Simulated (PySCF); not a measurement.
# Basis-set dependence of population analyses: `CP(C)C`

Compound: C3H9P.
Cartesian coordinates in Å at the PBE0-D3(BJ)/def2-SVP level; atoms count from 1:
```xyz
13
C3H9P angstrom
C     -0.4996    1.5176    0.3906
P     -0.1545   -0.2029    0.9776
C      1.5629   -0.4045    0.3192
C     -1.0833   -1.1493   -0.3130
H     -0.2742    1.6532   -0.6804
H      0.1022    2.2321    0.9729
H     -1.5596    1.7588    0.5634
H      1.6397   -0.1464   -0.7503
H      1.8887   -1.4469    0.4569
H      2.2525    0.2364    0.8895
H     -0.8233   -0.8344   -1.3377
H     -0.8698   -2.2238   -0.2069
H     -2.1648   -1.0095   -0.1626
```

PBE0 throughout (PySCF), one geometry, spherical d and f functions. Geometry: PBE0-D3(BJ)/def2-SVP; no solvent, vibrations or thermal averaging. Atoms taken as equivalent share a column and are averaged.

Mulliken charges (e):

| basis | functions | C1/C3/C4 | P2 | H5 (×9) |
| --- | --- | --- | --- | --- |
| STO-3G | 33 | -0.368 | +0.442 | +0.073 |
| 6-31G | 58 | -0.763 | +0.594 | +0.188 |
| 6-31G* | 78 | -0.718 | +0.429 | +0.192 |
| def2-SVP | 105 | -0.240 | +0.081 | +0.071 |
| 6-311+G(2d,p) | 170 | -0.537 | +0.175 | +0.159 |
| def2-TZVP | 184 | -0.438 | +0.127 | +0.132 |

IAO charges (e):

```
        basis  functions  C1/C3/C4      P2  H5 (×9)
       STO-3G         33    -0.561  +0.533   +0.128
        6-31G         58    -0.610  +0.441   +0.154
       6-31G*         78    -0.603  +0.497   +0.146
     def2-SVP        105    -0.595  +0.504   +0.142
6-311+G(2d,p)        170    -0.622  +0.520   +0.150
    def2-TZVP        184    -0.625  +0.529   +0.150
```

Hirshfeld charges (e):

```tsv
basis	functions	C1/C3/C4	P2	H5 (×9)
STO-3G	33	-0.098	+0.194	+0.011
6-31G	58	-0.151	+0.098	+0.039
6-31G*	78	-0.149	+0.083	+0.040
def2-SVP	105	-0.164	+0.142	+0.039
6-311+G(2d,p)	170	-0.170	+0.137	+0.042
def2-TZVP	184	-0.171	+0.132	+0.042
```

ESP-fitted charges (e):

| basis | functions | C1/C3/C4 | P2 | H5 (×9) |
| --- | --- | --- | --- | --- |
| STO-3G | 33 | -0.415 | +0.090 | +0.128 |
| 6-31G | 58 | -0.398 | -0.169 | +0.151 |
| 6-31G* | 78 | -0.407 | -0.134 | +0.151 |
| def2-SVP | 105 | -0.353 | -0.127 | +0.132 |
| 6-311+G(2d,p) | 170 | -0.422 | -0.101 | +0.152 |
| def2-TZVP | 184 | -0.417 | -0.096 | +0.150 |

Some averages cover members that differ in this geometry, most widely: C1/C3/C4, ESP-fitted in 6-311+G(2d,p) -0.448 to -0.398; C1/C3/C4, ESP-fitted in def2-TZVP -0.442 to -0.393; C1/C3/C4, ESP-fitted in 6-31G -0.423 to -0.377; C1/C3/C4, ESP-fitted in def2-SVP -0.377 to -0.332 e.

**Question.** Which scheme is steadiest as the basis changes?

**Answer.** Largest range over the bases for any column: IAO 0.09 e, Hirshfeld 0.11 e, ESP-fitted 0.26 e, Mulliken 0.52 e. IAO charges move least and Mulliken charges most, counted in e. Without the minimal STO-3G basis the ranges are IAO 0.09, Hirshfeld 0.06, ESP-fitted 0.07, Mulliken 0.52 e.

**Question.** How much do the charges still move between the two largest bases, 6-311+G(2d,p) and def2-TZVP?

**Answer.** At most, over all atoms: Mulliken 0.099 e, IAO 0.009 e, Hirshfeld 0.005 e, ESP-fitted 0.006 e.

**Question.** What do the same runs give for the total energy, the frontier levels and the dipole moment?

**Answer.** 
```tsv
basis	energy (Eh)	HOMO (eV)	LUMO (eV)	μ (D)
STO-3G	-455.5820	-3.82	7.83	0.58
6-31G	-460.7340	-6.16	2.27	1.55
6-31G*	-460.7910	-6.19	2.03	1.42
def2-SVP	-460.6210	-6.28	1.72	1.23
6-311+G(2d,p)	-460.8598	-6.38	0.12	1.31
def2-TZVP	-460.8706	-6.34	1.14	1.25
```

The dipole is fixed by the density alone, so its range of 0.97 D shows that the density itself changes with the basis, not only its division among atoms.
